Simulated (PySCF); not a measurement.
## TDDFT excited states: MgH2

Compound: magnesium dihydride, MgH2.
Hydrogens: H2, H3 on Mg1.

Method: PySCF, TDDFT CAM-B3LYP/aug-cc-pVTZ, vertical, gas phase, core orbitals frozen in the response. Isolated species at its PBE0-D3(BJ)/def2-TZVP geometry, gas phase.

| state | E (eV) | λ (nm) | f | \|μ\| (D) | symmetry | main configurations (H = HOMO, L = LUMO) |
| --- | --- | --- | --- | --- | --- | --- |
| S1 | 5.34 | 232.1 | 0.0000 | 0.03 | – | H→L/L+1 (84%), H→L+4 (14%) |
| S2 | 5.34 | 232.1 | 0.0000 | 0.00 | – | H→L/L+1 (84%), H→L+5 (14%) |
| S3 | 6.82 | 181.9 | 0.260 | 3.17 | Σu+ | H→L+2 (78%), H→L+6 (21%) |
| S4 | 6.98 | 177.8 | 0.438 | 4.07 | Σu+ | H→L+6 (67%), H→L+2 (18%) |
| S5 | 7.22 | 171.8 | 0.409 | 3.86 | Πu | H-1→L/L+1 (89%), H-1→L+4 (10%) |
| S6 | 7.22 | 171.8 | 0.409 | 3.87 | Πu | H-1→L/L+1 (89%), H-1→L+5 (10%) |
| S7 | 7.40 | 167.6 | 0.0001 | 0.06 | – | H→L+3 (80%), H→L+8 (12%) |
| S8 | 7.67 | 161.7 | 0.0000 | 0.02 | – | H→L+4 (80%), H→L/L+1 (≥15%) |
| S9 | 7.67 | 161.7 | 0.0000 | 0.00 | – | H→L+5 (81%), H→L/L+1 (≥15%) |

Triplets, Tamm–Dancoff:

```tsv
state	E (eV)	λ (nm)	main configurations (H = HOMO, L = LUMO)
T1	4.94	250.9	H→L/L+1 (≥38%), H→L+6 (28%), H→L+2 (16%)
T2	4.95	250.2	H→L/L+1 (≥78%), H→L+5 (17%)
T3	4.97	249.6	H→L/L+1 (≥40%), H→L+6 (30%), H→L+2 (16%)
```

The lowest singlet level (S1/S2) lies at 5.34 eV (232 nm, ultraviolet) and is dark (f under 0.0005). The most intense listed level is S5/S6 at 7.22 eV (172 nm, f = 0.817 summed), 1.87 eV above S1. S1/S2, S5/S6 and S8/S9 lie within about 0.01 eV of each other in each set; the point group D∞h has degenerate representations, and within a degenerate level the listed configurations can mix freely. Löwdin shares by element: HOMO hydrogen 62%, magnesium 38%; LUMO (one of a set within 0.03 eV) magnesium 89%, hydrogen 11%. The listed states span 2.33 eV, and the widest gap between neighbours is 1.48 eV (S2 to S3). Orbital energies (eV): HOMO-3 -52.71, HOMO-2 -52.46, HOMO-1 -10.05, HOMO -8.60, LUMO -0.13, LUMO+1 -0.13, LUMO+2 0.18. Weighted by f, the mean energy of these states is 7.08 eV. Symmetry labels in D∞h follow from the direction of the transition dipole and are given only for states with f of 0.002 or more. Orbitals of the list HOMO-3 to LUMO+2 that lie within 0.01 eV of each other are written together with a slash and their weights summed (≥ marks a lower bound); for degenerate orbitals outside that list single weights are arbitrary. The window holds the lowest 10 singlets. The highest level found (7.89 eV, f 0.0001 so far) is left out, since the window may have cut off a degenerate partner.
